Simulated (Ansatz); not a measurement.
# AlH₄ (doublet): from Hartree-Fock to the top rungs at distance Al1–H4 along a hydrogen transfer = 1.967 Å, 6-31G

Aim: climb from Hartree-Fock through coupled cluster and multireference methods for AlH₄ (doublet) at one geometry and basis, and see what each rung misses.

Program: Ansatz 0.2.0, Gaussian basis. Level of theory: 6-31G, core rule «outside noble gas», up to 5 orbitals frozen. These are calculated values, not measurements.

The runs, in order: UHF; CCSD(T) on ROHF; CCSD(T) on UHF; BCCD(T) on ROHF; CISD; CCSDT(Q) on ROHF; CCSDT(Q) on UHF; CISDTQ; CCSDTQ on ROHF; CCSDTQ on UHF; CASSCF and MRCISD+Q, 3 electrons in 3 orbitals; CASSCF and NEVPT2, 3 electrons in 3 orbitals; CASSCF and MRCISD+Q, 7 electrons in 8 orbitals; CASSCF and NEVPT2, 7 electrons in 8 orbitals; Full CI.

7 further runs of the same task are left out: 6 that didn't finish, 1 set aside as unsound or not needed.

**1. The geometry**

The geometry derives from fragments relaxed apart (PBE0/def2-TZVP) and kept rigid, so it is no stationary point. A hydrogen atom is moved between rigid fragments.

5 atoms, charge 0, spin multiplicity 2.

Atoms are counted from 1 here; the program's logs count them from 0.

Bond lengths: Al1–H2 1.586 Å, Al1–H3 1.586 Å, Al1–H4 1.967 Å. Angles: H2–Al1–H3 120.0°, H2–Al1–H4 120.0°, H3–Al1–H4 120.0°.

**2. UHF**

in.yaml reads:

```yaml
crystal:
  periodic: [false, false, false]
  atoms:
    - {symbol: Al, position_ang: [-0.109791, 0.000000, 0.000000]}
    - {symbol: H, position_ang: [-0.902715, 1.373384, 0.000000]}
    - {symbol: H, position_ang: [-0.902714, -1.373384, 0.000000]}
    - {symbol: H, position_ang: [1.857209, 0.000000, 0.000000]}
    - {symbol: H, position_ang: [2.887209, 0.000000, 0.000000]}
basis:
  gaussian: {orbitals: 6-31G}
magnetization: {spin_polarized: true, initial_magnetization: 1}
hamiltonian: {xc: hf}
output: {orbitals: {seedname: orbitals}}
```

Run with:

```console
$ ansatz run in.yaml --threads 1 --pin off --events-out ev --progress --plain --max-ram 2393MiB
```

After this run come: CCSD(T) on ROHF; CCSD(T) on UHF; BCCD(T) on ROHF; CISD; CCSDT(Q) on ROHF; CCSDT(Q) on UHF; CISDTQ; CCSDTQ on ROHF; CCSDTQ on UHF; CASSCF and MRCISD+Q, 3 electrons in 3 orbitals; CASSCF and NEVPT2, 3 electrons in 3 orbitals; CASSCF and MRCISD+Q, 7 electrons in 8 orbitals; CASSCF and NEVPT2, 7 electrons in 8 orbitals; Full CI.

Before running them: what should the planned runs give, taken together? Wanted: FCI below the RHF energy; RMP2 from FCI; UMP2 from FCI; RCCSD from FCI; RCCSD(T) from FCI; UCCSD(T) from FCI; RCCSDT(Q) from FCI; UCCSDT(Q) from FCI; NEVPT2 pair from FCI.

**Answer**, as computed:

| quantity | value |
| --- | --- |
| FCI below the RHF energy | -2.1653 eV |
| RMP2 from FCI | +16.10 kcal/mol |
| UMP2 from FCI | +15.75 kcal/mol |
| RCCSD from FCI | +0.83 kcal/mol |
| RCCSD(T) from FCI | +0.30 kcal/mol |
| UCCSD(T) from FCI | +0.31 kcal/mol |
| RCCSDT(Q) from FCI | +0.01 kcal/mol |
| UCCSDT(Q) from FCI | +0.01 kcal/mol |
| NEVPT2 pair from FCI | +10.46 kcal/mol |
| MRCISD+Q pair from FCI | -0.02 kcal/mol |
| NEVPT2 valence from FCI | +3.28 kcal/mol |
| levels within 1 kcal/mol (43 meV) | RCCSD, UCCSD, RCCSD(T), UCCSD(T), BCCD(T), RCCSDT, UCCSDT, CISDTQ, RCCSDT(Q), UCCSDT(Q), RCCSDTQ, UCCSDTQ, MRCISD+Q pair, MRCISD valence, MRCISD+Q valence |
| T1 diagnostic | 0.026 |
| effectively unpaired electrons | 1.03 |

RCCSD(T) lands +0.30 kcal/mol from the yardstick (0.6 % of the correlation energy). One determinant dominates. Of the multireference levels listed MRCISD+Q pair comes nearest in total energy (-0.02 kcal/mol), which doesn't show that its space is the better one. These misses are within one basis, not against nature; the frozen cores of restricted and unrestricted runs differ, which can shift their rows.
